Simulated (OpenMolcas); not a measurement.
**How methods differ on C2H6B (SMILES [BH]CC)**

C2H6B: 9 atoms, total charge 0, spin state doublet. SMILES: `[BH]CC`. The coordinates come from a PBE0-D4/def2-TZVP relaxation. This is one conformer, not always the lowest.

Each level gives the vertical electron affinity (to the singlet anion) (eV). The values are calculated.

The electron affinity is E(neutral) − E(anion): positive where the electron is bound.

```json
{"level": "UHF/def2-SVPD", "kind": "Hartree–Fock", "program": "OpenMolcas", "value (eV)": "-1.68", "CPU time (all runs)": "31 s"}
{"level": "USVWN5/def2-SVPD", "kind": "LDA", "program": "OpenMolcas", "value (eV)": "-0.04", "CPU time (all runs)": "99 s"}
{"level": "UBLYP/def2-SVPD", "kind": "GGA", "program": "OpenMolcas", "value (eV)": "-0.30", "CPU time (all runs)": "2.6 min"}
{"level": "UPBE/def2-SVPD", "kind": "GGA", "program": "OpenMolcas", "value (eV)": "-0.29", "CPU time (all runs)": "2.8 min"}
{"level": "U-r2SCAN/def2-SVPD", "kind": "meta-GGA", "program": "OpenMolcas", "value (eV)": "-0.54", "CPU time (all runs)": "3.4 min"}
{"level": "UTPSS/def2-SVPD", "kind": "meta-GGA", "program": "OpenMolcas", "value (eV)": "-0.45", "CPU time (all runs)": "3.6 min"}
{"level": "UB3LYP/def2-SVPD", "kind": "global hybrid", "program": "OpenMolcas", "value (eV)": "-0.29", "CPU time (all runs)": "2.4 min"}
{"level": "UBHLYP/def2-SVPD", "kind": "global hybrid", "program": "OpenMolcas", "value (eV)": "-0.59", "CPU time (all runs)": "2.3 min"}
```

Where it was recorded, the anion's HOMO is positive in every row: a fault of the level (basis or self-interaction), which says nothing on whether the real anion is bound. The values span -1.68 to -0.04 eV. Negative values mean that the anion is unbound at that level; they are set by how diffuse the basis is and aren't properties of the molecule, whose anion may well be bound. Times are those of the runs behind each value, whatever else they computed, on shared processors of several kinds: orders of magnitude only.
